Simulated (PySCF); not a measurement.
# C₃H₃F₃: NMR shifts at several levels of theory

Aim: compute the NMR shifts of C₃H₃F₃ (`F[C@H]1CC1(F)F`) at several levels, and see how far they spread and what each costs.

Programs: PySCF 2.14.0, with density-fitted response routines of our own. Each step states its level of theory. These are calculated values for one molecule in the gas phase, unless marked as measured. Atoms count from 0, in the outputs and in this text.

### 1 Starting geometry

9 atoms, charge 0, multiplicity 1; geometry from: PBE0-D3(BJ)/def2-SVP.

Bonds of the start (Å): F0–C1 1.35, C1–C2 1.52, C2–C3 1.48, C3–F4 1.33, C3–F5 1.34, C3–C1 1.48, C1–H6 1.10, C2–H7 1.09, C2–H8 1.09.

### 2 NMR shieldings: PBE0/pcSseg-2

What the job is given:

```
{"job": {"kind": "nmr", "xc": "PBE0", "basis": "pcSseg-2", "pop": false}, "charge": 0, "multiplicity": 1}
F      1.836772    -0.021142    -0.644172
C      0.830007    -0.108100     0.246780
C     -0.357063     0.822143     0.064604
C     -0.475492    -0.628652    -0.220222
F     -0.593704    -1.036503    -1.482025
F     -1.195569    -1.401152     0.598588
H      1.160962    -0.351575     1.262448
H     -0.839640     1.234116     0.954320
H     -0.310671     1.474037    -0.812167
```

With the program's defaults for keys left out, this is: GIAO PBE0/pcSseg-2 NMR shielding, non-relativistic, gas phase.

Started as:

```sh
$ OMP_NUM_THREADS=1 python probes_run.py task.json out
```

The driver reads the jobs from task.json and runs them one after another.

Log:

```text
coarse grid: 8376 points
cycle   1  E = -415.2635522042  dE =  1.039e+00  |g| = 7.699e-01  |ddm| = 2.109e+00
cycle   2  E = -415.1673077816  dE =  9.624e-02  |g| = 1.130e+00  |ddm| = 8.514e-01
cycle   3  E = -415.3548215489  dE = -1.875e-01  |g| = 7.653e-02  |ddm| = 5.326e-01
cycle   4  E = -415.3556830356  dE = -8.615e-04  |g| = 3.484e-02  |ddm| = 6.207e-02
cycle   5  E = -415.3559303643  dE = -2.473e-04  |g| = 7.547e-03  |ddm| = 2.706e-02
cycle   6  E = -415.3559401658  dE = -9.802e-06  |g| = 2.375e-03  |ddm| = 6.532e-03
final grid: 84552 points
cycle   7  E = -415.3530500125  dE = -8.789e-05  |g| = 5.835e-03  |ddm| = 3.224e-02
cycle   8  E = -415.3530442060  dE =  5.807e-06  |g| = 8.531e-03  |ddm| = 7.712e-03
cycle   9  E = -415.3530561065  dE = -1.190e-05  |g| = 5.779e-04  |ddm| = 4.301e-03
cycle  10  E = -415.3530561499  dE = -4.346e-08  |g| = 2.667e-04  |ddm| = 6.394e-04
cycle  11  E = -415.3530561627  dE = -1.280e-08  |g| = 4.134e-05  |ddm| = 2.140e-04
cycle  12  E = -415.3530561630  dE = -2.334e-10  |g| = 1.883e-05  |ddm| = 3.378e-05
converged SCF energy = -415.3530561630

GIAO shielding tensors (ppm)
atom      isotropic    diamagn.    paramagn.     s11        s22        s33       span
  0 F      417.748     465.965     -48.217    383.564    416.601    453.077     69.512
  1 C      109.915     244.704    -134.789     59.963     85.701    184.082    124.119
  2 C      164.115     253.807     -89.692    147.580    152.138    192.628     45.048
  3 C       70.237     243.115    -172.878     41.167     58.687    110.857     69.690
  4 F      340.954     467.666    -126.712    224.001    343.634    455.228    231.226
  5 F      324.681     467.998    -143.317    208.051    348.140    417.851    209.800
  6 H       26.791      29.359      -2.568     22.197     26.895     31.281      9.084
  7 H       29.852      29.985      -0.133     25.560     26.493     37.504     11.944
  8 H       29.819      30.154      -0.336     25.629     27.549     36.278     10.648
```

It took 28 s on 1 thread of Arm Neoverse V2, shared host; peak memory 1.1 GiB.

Shifts follow as δ = σ(reference) − σ, with reference shieldings (ppm) from runs at the same level and on the same kind of geometry: ¹H TMS 31.25, ¹³C TMS 184.1, ¹⁹F CFCl3 175.8. The references are single molecules in the gas phase, so shifts against H2O, NH3, PH3, H3PO4 or CFCl3 are not on the usual liquid scales and can be off by tens of ppm.

```csv
atoms,environment,σ (ppm),δ (ppm)
C3,three-membered-ring carbon bearing a halogen,70.2,113.9
C1,three-membered-ring carbon bearing a halogen,109.9,74.2
C2,three-membered-ring carbon,164.1,20.0
H6,hydrogen on a three-membered-ring carbon bearing a halogen,26.79,4.45
H8,hydrogen on a three-membered-ring carbon,29.82,1.43
H7,hydrogen on a three-membered-ring carbon,29.85,1.39
F5,fluorine of a CF2 group,324.7,-148.9
F4,fluorine of a CF2 group,341.0,-165.1
F0,fluorine on an sp3 carbon,417.7,-241.9
```

Ring of atoms C1, C2, C3: NICS(0) -30.6, NICS(1) -7.0, NICS(1)zz -13.3 ppm (means of both faces; NICS(1) differs between them: -5.5 and -8.4). The ring holds saturated atoms, so no π current runs round it: these values come from its σ bonds, any local π bonds and neighbouring rings, and say nothing of aromaticity.

The two faces differ (NICS(1)zz -9.5 and -17.2 ppm, in the same order).

In rings of three or four atoms NICS is ruled by the nearby σ bonds, so it says little on aromaticity.

### 3 NMR shieldings: mPW1PW91/pcSseg-2

The job, as its differences from that of step 2:

```diff
@@ -1,2 +1,2 @@
-{"job": {"kind": "nmr", "xc": "PBE0", "basis": "pcSseg-2", "pop": false}, "charge": 0, "multiplicity": 1}
+{"job": {"kind": "nmr", "xc": "mPW1PW91", "basis": "pcSseg-2", "pop": false}, "charge": 0, "multiplicity": 1}
 F      1.836772    -0.021142    -0.644172
```

Level: GIAO mPW1PW91/pcSseg-2 NMR shielding, non-relativistic, gas phase.

Log:

```text
coarse grid: 8376 points
cycle   1  E = -415.5814996059  dE =  1.041e+00  |g| = 7.936e-01  |ddm| = 2.104e+00
cycle   2  E = -415.4786468905  dE =  1.029e-01  |g| = 1.167e+00  |ddm| = 8.758e-01
cycle   3  E = -415.6775979348  dE = -1.990e-01  |g| = 7.778e-02  |ddm| = 5.511e-01
cycle   4  E = -415.6785051657  dE = -9.072e-04  |g| = 3.522e-02  |ddm| = 6.435e-02
cycle   5  E = -415.6787582371  dE = -2.531e-04  |g| = 7.693e-03  |ddm| = 2.703e-02
cycle   6  E = -415.6787683096  dE = -1.007e-05  |g| = 2.447e-03  |ddm| = 6.669e-03
cycle   7  E = -415.6787692854  dE = -9.758e-07  |g| = 4.464e-04  |ddm| = 1.920e-03
final grid: 84552 points
cycle   8  E = -415.6742469763  dE = -8.059e-05  |g| = 4.608e-03  |ddm| = 3.185e-02
cycle   9  E = -415.6742439692  dE =  3.007e-06  |g| = 6.363e-03  |ddm| = 6.677e-03
cycle  10  E = -415.6742514299  dE = -7.461e-06  |g| = 6.525e-04  |ddm| = 3.435e-03
cycle  11  E = -415.6742514848  dE = -5.497e-08  |g| = 2.632e-04  |ddm| = 6.563e-04
cycle  12  E = -415.6742514960  dE = -1.110e-08  |g| = 4.286e-05  |ddm| = 1.932e-04
cycle  13  E = -415.6742514962  dE = -2.476e-10  |g| = 1.855e-05  |ddm| = 3.587e-05
converged SCF energy = -415.6742514962

GIAO shielding tensors (ppm)
atom      isotropic    diamagn.    paramagn.     s11        s22        s33       span
  0 F      417.939     466.178     -48.239    384.167    416.558    453.093     68.926
  1 C      109.340     245.008    -135.667     59.345     85.145    183.531    124.186
  2 C      163.513     254.138     -90.625    146.761    151.632    192.144     45.383
  3 C       69.635     243.103    -173.468     40.468     58.075    110.363     69.895
  4 F      341.473     467.868    -126.395    224.695    344.467    455.256    230.561
  5 F      325.622     468.198    -142.575    209.141    348.886    418.839    209.699
  6 H       26.849      29.345      -2.495     22.276     26.943     31.329      9.052
  7 H       29.900      30.008      -0.108     25.629     26.556     37.514     11.885
  8 H       29.857      30.184      -0.327     25.683     27.599     36.289     10.606
```

It took 34 s on 1 thread of Arm Neoverse V2, shared host; peak memory 0.9 GiB.

In short: δ C3 113.9, C1 74.2, C2 20.0, F5 -148.4, H6 4.44, H8 1.44 ppm.

### 4 Nuclear shieldings: WP04/pcSseg-2

The job, as its differences from that of step 3:

```diff
@@ -1,2 +1,2 @@
-{"job": {"kind": "nmr", "xc": "mPW1PW91", "basis": "pcSseg-2", "pop": false}, "charge": 0, "multiplicity": 1}
+{"job": {"kind": "nmr", "xc": "WP04", "basis": "pcSseg-2", "pop": false}, "charge": 0, "multiplicity": 1}
 F      1.836772    -0.021142    -0.644172
```

With the program's defaults for keys left out, this is: GIAO WP04/pcSseg-2 NMR shielding, non-relativistic, gas phase.

Log:

```text
coarse grid: 8376 points
cycle   1  E = -423.4298904985  dE =  1.003e+00  |g| = 1.238e+00  |ddm| = 2.057e+00
cycle   2  E = -423.0641512936  dE =  3.657e-01  |g| = 2.006e+00  |ddm| = 1.473e+00
cycle   3  E = -423.6355502692  dE = -5.714e-01  |g| = 1.789e-01  |ddm| = 1.039e+00
cycle   4  E = -423.6416532551  dE = -6.103e-03  |g| = 6.049e-02  |ddm| = 1.615e-01
cycle   5  E = -423.6423789356  dE = -7.257e-04  |g| = 1.697e-02  |ddm| = 4.499e-02
cycle   6  E = -423.6424283080  dE = -4.937e-05  |g| = 4.857e-03  |ddm| = 1.354e-02
cycle   7  E = -423.6424319212  dE = -3.613e-06  |g| = 8.936e-04  |ddm| = 3.138e-03
final grid: 84552 points
cycle   8  E = -423.6366560999  dE = -1.357e-04  |g| = 7.653e-03  |ddm| = 4.270e-02
cycle   9  E = -423.6366411017  dE =  1.500e-05  |g| = 1.221e-02  |ddm| = 1.047e-02
cycle  10  E = -423.6366671230  dE = -2.602e-05  |g| = 9.565e-04  |ddm| = 6.100e-03
cycle  11  E = -423.6366672383  dE = -1.153e-07  |g| = 4.468e-04  |ddm| = 9.290e-04
cycle  12  E = -423.6366672747  dE = -3.635e-08  |g| = 9.830e-05  |ddm| = 3.323e-04
cycle  13  E = -423.6366672762  dE = -1.554e-09  |g| = 3.688e-05  |ddm| = 8.051e-05
cycle  14  E = -423.6366672764  dE = -2.240e-10  |g| = 5.516e-06  |ddm| = 2.340e-05
converged SCF energy = -423.6366672764

GIAO shielding tensors (ppm)
atom      isotropic    diamagn.    paramagn.     s11        s22        s33       span
  0 F      408.102     469.670     -61.568    376.879    406.103    441.324     64.445
  1 C       95.875     244.837    -148.963     42.808     72.274    172.541    129.733
  2 C      151.410     252.023    -100.614    131.863    140.792    181.574     49.711
  3 C       54.524     243.720    -189.197     23.149     43.743     96.680     73.531
  4 F      336.333     471.120    -134.786    218.835    348.931    441.234    222.399
  5 F      323.864     471.511    -147.647    206.424    351.465    413.702    207.277
  6 H       27.152      29.409      -2.257     22.888     27.218     31.349      8.461
  7 H       30.082      30.200      -0.118     26.095     27.052     37.100     11.005
  8 H       29.983      30.353      -0.370     26.095     27.969     35.884      9.789
```

Run time: 32 s. Hardware: 1 thread of Arm Neoverse V2, shared host; peak memory 0.9 GiB.

This run: δ C3 117.6, C1 76.2, C2 20.7, F5 -146.5, H6 4.46, H8 1.63 ppm.

### 5 Nuclear shieldings: B97-2/pcSseg-2

The job, as its differences from that of step 4:

```diff
@@ -1,2 +1,2 @@
-{"job": {"kind": "nmr", "xc": "WP04", "basis": "pcSseg-2", "pop": false}, "charge": 0, "multiplicity": 1}
+{"job": {"kind": "nmr", "xc": "B97-2", "basis": "pcSseg-2", "pop": false}, "charge": 0, "multiplicity": 1}
 F      1.836772    -0.021142    -0.644172
```

With the program's defaults for keys left out, this is: GIAO B97-2/pcSseg-2 NMR shielding, non-relativistic, gas phase.

Log:

```text
coarse grid: 8376 points
cycle   1  E = -415.5466690000  dE =  1.021e+00  |g| = 8.242e-01  |ddm| = 2.107e+00
cycle   2  E = -415.4207683603  dE =  1.259e-01  |g| = 1.247e+00  |ddm| = 9.417e-01
cycle   3  E = -415.6487139528  dE = -2.279e-01  |g| = 8.474e-02  |ddm| = 6.019e-01
cycle   4  E = -415.6498716578  dE = -1.158e-03  |g| = 3.717e-02  |ddm| = 7.368e-02
cycle   5  E = -415.6501540045  dE = -2.823e-04  |g| = 8.133e-03  |ddm| = 2.798e-02
cycle   6  E = -415.6501650980  dE = -1.109e-05  |g| = 2.687e-03  |ddm| = 7.262e-03
cycle   7  E = -415.6501662567  dE = -1.159e-06  |g| = 4.742e-04  |ddm| = 2.082e-03
final grid: 84552 points
cycle   8  E = -415.6410340239  dE = -9.473e-05  |g| = 9.558e-03  |ddm| = 4.623e-02
cycle   9  E = -415.6410228953  dE =  1.113e-05  |g| = 1.299e-02  |ddm| = 1.020e-02
cycle  10  E = -415.6410454758  dE = -2.258e-05  |g| = 1.076e-03  |ddm| = 5.992e-03
cycle  11  E = -415.6410457030  dE = -2.273e-07  |g| = 2.291e-04  |ddm| = 9.232e-04
cycle  12  E = -415.6410457132  dE = -1.022e-08  |g| = 6.374e-05  |ddm| = 2.054e-04
cycle  13  E = -415.6410457138  dE = -5.193e-10  |g| = 1.884e-05  |ddm| = 3.695e-05
converged SCF energy = -415.6410457138

GIAO shielding tensors (ppm)
atom      isotropic    diamagn.    paramagn.     s11        s22        s33       span
  0 F      416.417     466.596     -50.179    382.890    415.418    450.944     68.054
  1 C      109.977     245.371    -135.394     60.111     86.004    183.817    123.705
  2 C      163.903     254.207     -90.304    147.293    152.124    192.291     44.998
  3 C       70.617     243.680    -173.063     41.619     59.141    111.092     69.473
  4 F      341.348     468.312    -126.964    225.677    345.044    453.323    227.646
  5 F      325.709     468.629    -142.920    210.443    349.317    417.367    206.924
  6 H       26.913      29.469      -2.557     22.353     27.016     31.368      9.015
  7 H       29.964      30.130      -0.166     25.710     26.673     37.509     11.799
  8 H       29.923      30.319      -0.396     25.784     27.713     36.274     10.490
```

It took 28 s on 1 thread of Arm Neoverse V2, shared host; peak memory 0.9 GiB.

In short: δ C3 112.8, C1 73.5, C2 19.6, F5 -148.3, H6 4.45, H8 1.44 ppm.

### 6 Nuclear shieldings: BHandHLYP/pcSseg-2

The job, as its differences from that of step 5:

```diff
@@ -1,2 +1,2 @@
-{"job": {"kind": "nmr", "xc": "B97-2", "basis": "pcSseg-2", "pop": false}, "charge": 0, "multiplicity": 1}
+{"job": {"kind": "nmr", "xc": "BHandHLYP", "basis": "pcSseg-2", "pop": false}, "charge": 0, "multiplicity": 1}
 F      1.836772    -0.021142    -0.644172
```

With the program's defaults for keys left out, this is: GIAO BHandHLYP/pcSseg-2 NMR shielding, non-relativistic, gas phase.

Log:

```text
coarse grid: 8376 points
cycle   1  E = -415.4753919384  dE =  1.175e+00  |g| = 8.215e-01  |ddm| = 2.105e+00
cycle   2  E = -415.4585513057  dE =  1.684e-02  |g| = 9.405e-01  |ddm| = 7.437e-01
cycle   3  E = -415.5881280108  dE = -1.296e-01  |g| = 5.696e-02  |ddm| = 4.152e-01
cycle   4  E = -415.5886183456  dE = -4.903e-04  |g| = 2.508e-02  |ddm| = 3.785e-02
cycle   5  E = -415.5887390286  dE = -1.207e-04  |g| = 7.376e-03  |ddm| = 2.242e-02
cycle   6  E = -415.5887497181  dE = -1.069e-05  |g| = 1.198e-03  |ddm| = 4.931e-03
cycle   7  E = -415.5887499554  dE = -2.372e-07  |g| = 6.411e-04  |ddm| = 1.156e-03
final grid: 84552 points
cycle   8  E = -415.5857838344  dE = -3.206e-05  |g| = 3.118e-03  |ddm| = 2.079e-02
cycle   9  E = -415.5857837585  dE =  7.587e-08  |g| = 3.317e-03  |ddm| = 3.218e-03
cycle  10  E = -415.5857855172  dE = -1.759e-06  |g| = 2.443e-04  |ddm| = 1.572e-03
cycle  11  E = -415.5857855238  dE = -6.644e-09  |g| = 1.342e-04  |ddm| = 2.520e-04
cycle  12  E = -415.5857855273  dE = -3.510e-09  |g| = 1.709e-05  |ddm| = 9.443e-05
cycle  13  E = -415.5857855274  dE = -5.514e-11  |g| = 7.481e-06  |ddm| = 1.665e-05
converged SCF energy = -415.5857855274

GIAO shielding tensors (ppm)
atom      isotropic    diamagn.    paramagn.     s11        s22        s33       span
  0 F      428.795     466.408     -37.613    395.517    424.889    465.980     70.463
  1 C      113.052     242.492    -129.440     63.890     89.264    186.001    122.110
  2 C      164.803     251.059     -86.256    147.276    152.735    194.398     47.121
  3 C       75.190     241.717    -166.527     44.506     65.130    115.932     71.426
  4 F      354.494     467.907    -113.413    236.526    359.006    467.948    231.422
  5 F      339.194     468.335    -129.142    221.074    363.271    433.236    212.163
  6 H       27.041      29.284      -2.242     22.433     27.064     31.627      9.193
  7 H       30.029      29.880       0.149     25.706     26.585     37.796     12.090
  8 H       29.948      29.953      -0.005     25.701     27.596     36.547     10.845
```

It took 25 s on 1 thread of Arm Neoverse V2, shared host; peak memory 0.9 GiB.

This run: δ C3 109.1, C1 71.2, C2 19.5, F5 -137.2, H6 4.41, H8 1.50 ppm.

### 7 Shielding tensors: CAM-B3LYP/pcSseg-2

The job, as its differences from that of step 6:

```diff
@@ -1,2 +1,2 @@
-{"job": {"kind": "nmr", "xc": "BHandHLYP", "basis": "pcSseg-2", "pop": false}, "charge": 0, "multiplicity": 1}
+{"job": {"kind": "nmr", "xc": "CAM-B3LYP", "basis": "pcSseg-2", "pop": false}, "charge": 0, "multiplicity": 1}
 F      1.836772    -0.021142    -0.644172
```

With the program's defaults for keys left out, this is: GIAO CAM-B3LYP/pcSseg-2 NMR shielding, non-relativistic, gas phase.

Log:

```text
coarse grid: 8376 points
cycle   1  E = -415.5341324031  dE =  1.158e+00  |g| = 8.585e-01  |ddm| = 2.076e+00
cycle   2  E = -415.4747325472  dE =  5.940e-02  |g| = 1.122e+00  |ddm| = 8.367e-01
cycle   3  E = -415.6528684428  dE = -1.781e-01  |g| = 6.343e-02  |ddm| = 4.776e-01
cycle   4  E = -415.6533941894  dE = -5.257e-04  |g| = 2.875e-02  |ddm| = 4.175e-02
cycle   5  E = -415.6535500523  dE = -1.559e-04  |g| = 8.410e-03  |ddm| = 2.484e-02
cycle   6  E = -415.6535630197  dE = -1.297e-05  |g| = 2.026e-03  |ddm| = 5.793e-03
cycle   7  E = -415.6535636566  dE = -6.369e-07  |g| = 6.596e-04  |ddm| = 1.459e-03
final grid: 84552 points
cycle   8  E = -415.6486574849  dE = -5.679e-05  |g| = 4.156e-03  |ddm| = 2.431e-02
cycle   9  E = -415.6486565242  dE =  9.607e-07  |g| = 5.005e-03  |ddm| = 4.255e-03
cycle  10  E = -415.6486603621  dE = -3.838e-06  |g| = 3.632e-04  |ddm| = 2.225e-03
cycle  11  E = -415.6486603755  dE = -1.334e-08  |g| = 1.996e-04  |ddm| = 3.997e-04
cycle  12  E = -415.6486603832  dE = -7.739e-09  |g| = 2.914e-05  |ddm| = 1.431e-04
cycle  13  E = -415.6486603833  dE = -1.352e-10  |g| = 1.200e-05  |ddm| = 2.618e-05
converged SCF energy = -415.6486603833

GIAO shielding tensors (ppm)
atom      isotropic    diamagn.    paramagn.     s11        s22        s33       span
  0 F      420.621     466.421     -45.800    386.691    417.811    457.362     70.671
  1 C      106.884     241.883    -134.999     56.431     82.580    181.642    125.211
  2 C      161.023     250.808     -89.785    144.302    148.768    189.999     45.696
  3 C       66.980     241.038    -174.058     37.366     55.853    107.720     70.354
  4 F      343.361     468.284    -124.922    225.337    346.353    458.394    233.056
  5 F      326.860     468.685    -141.825    208.643    351.143    420.792    212.149
  6 H       26.822      29.362      -2.540     22.298     26.975     31.194      8.895
  7 H       29.886      29.989      -0.103     25.682     26.586     37.389     11.707
  8 H       29.840      30.079      -0.238     25.711     27.625     36.185     10.474
```

Run time: 38 s. Hardware: 1 thread of Arm Neoverse V2, shared host; peak memory 1.2 GiB.

In short: δ C3 115.6, C1 75.7, C2 21.5, F5 -140.9, H6 4.51, H8 1.50 ppm.

### 8 Nuclear shieldings: wB97X-D/pcSseg-2

The job, as its differences from that of step 7:

```diff
@@ -1,2 +1,2 @@
-{"job": {"kind": "nmr", "xc": "CAM-B3LYP", "basis": "pcSseg-2", "pop": false}, "charge": 0, "multiplicity": 1}
+{"job": {"kind": "nmr", "xc": "wB97X-D", "basis": "pcSseg-2", "pop": false}, "charge": 0, "multiplicity": 1}
 F      1.836772    -0.021142    -0.644172
```

Method: GIAO wB97X-D/pcSseg-2 NMR shielding, non-relativistic, gas phase.

Log:

```text
coarse grid: 8376 points
cycle   1  E = -415.5264096133  dE =  1.190e+00  |g| = 8.685e-01  |ddm| = 2.089e+00
cycle   2  E = -415.4987709963  dE =  2.764e-02  |g| = 1.038e+00  |ddm| = 7.903e-01
cycle   3  E = -415.6506558695  dE = -1.519e-01  |g| = 5.799e-02  |ddm| = 4.298e-01
cycle   4  E = -415.6511534333  dE = -4.976e-04  |g| = 2.413e-02  |ddm| = 4.076e-02
cycle   5  E = -415.6512678730  dE = -1.144e-04  |g| = 8.063e-03  |ddm| = 2.225e-02
cycle   6  E = -415.6512806374  dE = -1.276e-05  |g| = 1.731e-03  |ddm| = 5.824e-03
cycle   7  E = -415.6512812065  dE = -5.691e-07  |g| = 7.828e-04  |ddm| = 1.625e-03
final grid: 84552 points
cycle   8  E = -415.6502210928  dE = -2.323e-04  |g| = 1.261e-02  |ddm| = 4.463e-02
cycle   9  E = -415.6502160190  dE =  5.074e-06  |g| = 1.434e-02  |ddm| = 1.098e-02
cycle  10  E = -415.6502436748  dE = -2.766e-05  |g| = 6.744e-04  |ddm| = 5.415e-03
cycle  11  E = -415.6502437519  dE = -7.708e-08  |g| = 4.291e-04  |ddm| = 7.986e-04
cycle  12  E = -415.6502437888  dE = -3.686e-08  |g| = 5.652e-05  |ddm| = 3.160e-04
cycle  13  E = -415.6502437897  dE = -9.693e-10  |g| = 3.061e-05  |ddm| = 8.249e-05
converged SCF energy = -415.6502437897

GIAO shielding tensors (ppm)
atom      isotropic    diamagn.    paramagn.     s11        s22        s33       span
  0 F      421.286     465.808     -44.522    387.767    418.703    457.387     69.621
  1 C      110.206     244.533    -134.327     60.668     85.758    184.192    123.524
  2 C      163.774     253.798     -90.024    147.108    151.748    192.466     45.359
  3 C       70.352     243.023    -172.671     41.358     58.502    111.195     69.837
  4 F      344.992     467.428    -122.436    228.651    347.810    458.514    229.862
  5 F      329.865     467.824    -137.959    213.333    352.116    424.147    210.814
  6 H       26.937      29.290      -2.353     22.393     26.992     31.427      9.034
  7 H       29.963      29.958       0.005     25.704     26.600     37.586     11.881
  8 H       29.899      30.077      -0.178     25.720     27.610     36.367     10.648
```

Run time: 38 s. Hardware: 1 thread of Arm Neoverse V2, shared host; peak memory 1.1 GiB.

Key values: δ C3 114.1, C1 74.2, C2 20.6, F5 -143.4, H6 4.42, H8 1.46 ppm.

[end of part 1 of 2]
